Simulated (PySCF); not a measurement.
# How close is B3LYP for cyano radical?

The experiment to reproduce: a(13C C1) 588.1 MHz [1]; a(14N N2) -12.6 MHz [1]. Sources and the comparison follow the method.

Cyano radical, CN (doublet state).
Numbering: `[C:1]#[N:2]`

Structure used (PBE0-D3(BJ)/def2-SVP), in Å, numbered top down from 1:
```xyz
2
CN angstrom
C      0.5862   -0.0066   -0.0047
N     -0.5807    0.0091   -0.0236
```

Method used: UKS B3LYP, IGLO-III on C N, non-relativistic, mean-field spin-orbit, GIAO (PySCF).

| nucleus | computed a_iso (MHz) | published | in MHz | difference of magnitudes (MHz) | source |
| --- | --- | --- | --- | --- | --- |
| 13C C1 | 587.4 | 588.1 MHz | 588.1 | -0.7 | [1] |
| 14N N2 | -18.7 | -12.6 MHz | -12.6 | +6.1 | [1] |
| 13C C1 | 587.4 | 556.1 MHz | 556.1 | +31.3 | [2] |
| 14N N2 | -18.7 | -18.3 MHz | -18.3 | +0.4 | [2] |

Sources: [1] measured, Ar matrix; Shiozaki, Yanai, Hyperfine coupling constants from internally contracted multireference perturbation theory, arXiv:1606.08032. [2] computed, CCSD(T), gas; Shiozaki, Yanai, Hyperfine coupling constants from internally contracted multireference perturbation theory, arXiv:1606.08032.

In relative terms the largest miss is 14N N2, by 49 %. The measured numbers hold vibrational averaging and, outside the gas phase, effects of the matrix or solvent; the computed ones belong to one rigid, isolated geometry and carry the errors of functional and basis. An EPR spectrum gives magnitudes, so published signs often rest on theory.

The Mulliken spin populations are largest on C1 (+0.85) and N2 (+0.15).

The unrestricted determinant has ⟨S²⟩ = 0.7584 (exact 0.7500), so spin contamination is small.
